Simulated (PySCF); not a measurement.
How methods differ on the ionisation energy of Ar

Ar [Ar] (1S) → Ar⁺ [Ne] 3s2 3p5 (2P), as a difference of total energies. Calculation: PySCF 2.14, in cc-pV(T+d)Z (5s4p3d1f, 39 functions); no relativity, point nucleus. Correlated levels: valence: [Ne] frozen. The calculations carry no spin-orbit coupling.

```
           method  ionisation energy (eV)  error (eV)
              UHF                  14.571      -1.248
             PBE0                  15.720      -0.099
            B3LYP                  15.791      -0.028
    MP2 (valence)                  15.683      -0.136
SCS-MP2 (valence)                  15.580      -0.239
   CCSD (valence)                  15.500      -0.319
CCSD(T) (valence)                  15.541      -0.278
```

Reference: 15.819 eV (measured; NIST levels, between the centres of gravity of the two terms).

Errors of the correlated levels include the incompleteness of this basis and the frozen core.
